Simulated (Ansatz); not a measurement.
```yaml
atoms:
  - { symbol: H, position_ang: [-2.1011, 0.3121, -0.2194] }
  - { symbol: C, position_ang: [-1.1962, -0.2604, -0.0671] }
  - { symbol: N, position_ang: [-0.0504, 0.4718, 0.1873] }
  - { symbol: O, position_ang: [1.1527, -0.2427, -0.1682] }
  - { symbol: H, position_ang: [1.6692, -0.1987, 0.6446] }
  - { symbol: H, position_ang: [-1.2336, -1.2640, 0.3325] }
  - { symbol: H, position_ang: [-0.0261, 1.3519, -0.3206] }
```

Basis set: pcseg-2 (spherical functions). Charge 0, multiplicity 2.

Computed with Ansatz (development build ahead of 0.2.0); each method stands on the lowest determinant of its kind that the runs found.

(1) Give the atomization energy at this shape (free ground-state atoms in the same class of orbitals less the molecule, no zero-point energy) of doublet CH4NO by PBE (unrestricted), PBE0 (unrestricted).

Results:

(1)

```tsv
method	atomization energy
PBE (unrestricted)	24.78 eV
PBE0 (unrestricted)	23.88 eV
```

The shape needn't be a minimum at these levels.
